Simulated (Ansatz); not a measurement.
**Cohesive energy of some cubic elemental metals**

Method: r²SCAN+rVV10 (PAW; Ansatz, a first-principles code). References are measured values corrected to a static lattice. The table is a random draw of 8 from 9 solids with such references.

Values in eV/atom.

```
solid   reference  r²SCAN+rVV10  error (eV/atom)
------  ---------  ------------  ---------------
bcc Ba       1.91          2.23            +0.32
fcc Ag       2.97          3.17            +0.20
fcc Cu       3.52          4.13            +0.61
bcc V        5.34          4.93            -0.41
bcc Rb       0.86          0.83            -0.03
bcc Cs       0.81          0.78            -0.03
bcc Mo       6.84          6.00            -0.84
fcc Ca       1.86          2.21            +0.35
```

Over these 8 solids the mean error is +0.02 eV/atom, the mean absolute error 0.35 eV/atom (median 0.33 eV/atom), and the worst case bcc Mo at -0.84 eV/atom; the value is too high in 4 of 8 cases. Over all 9, from unrounded values, the mean error is +0.02 eV/atom and the mean absolute error 0.31 eV/atom (median 0.32 eV/atom).

All these references are brought to a static lattice.

Spin–orbit coupling is left out, also for the solids with elements from indium on (bcc Ba, bcc Cs); its size isn't shown.

Differences are worked out from the printed values.

Free atoms are spin-polarised, in the lowest state found; at levels without +SOC their spin–orbit coupling is left out. Each level is taken at its own relaxed cell. Ansatz's density-functional and Hartree–Fock values are scalar-relativistic unless marked +SOC, with PAW data made under PBE.

Ansatz's runs of these crystals have no spin polarisation. Meta-GGAs and exact exchange favour moments, which can bear on bcc V.

Not in this set, of the elemental metals with a reference value in our tables and a result at some level: 32 for no value at r²SCAN+rVV10 (not run, a failed fit, an unstable or unbound cell, or a value held back for tests); 3 for the spin–orbit terms of free Br, In, Sn, Te, I and atoms past barium, a cut that leaves lighter open-shell atoms' terms in the errors; 1 for sources at odds. These can be a level's best or worst cases. Solids without a released value at any level aren't counted. Layered and molecular crystals are counted apart. The metals Ce to Yb are counted apart.

References as tabulated in Mejia-Rodriguez and Trickey (2018), arXiv:1807.09216; Jana et al. (2018), arXiv:1807.00350; Csonka et al. (2009), arXiv:0903.4037; Harl et al. (2010), doi:10.1103/physrevb.81.115126.
